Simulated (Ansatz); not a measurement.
System: body-centred tetragonal In. Method: PBEsol-D3(BJ) in Ansatz (plane waves, PAW).

Run with plane-wave cutoff 520 eV, 24×24×24 k mesh, Fermi–Dirac smearing 0.05 eV, scalar-relativistic PAW data made under PBE.

Response to compression and expansion:

Shape and atoms are relaxed at each volume.

```tsv
V (Å³/atom)	P (GPa)	c (Å)	a (Å)
23.297	2.40	4.754	3.131
23.783	1.13	4.793	3.150
24.268	0.00	4.834	3.169
24.753	-0.99	4.866	3.190
25.239	-1.87	4.899	3.210
```

Ansatz is a program for electronic structure.
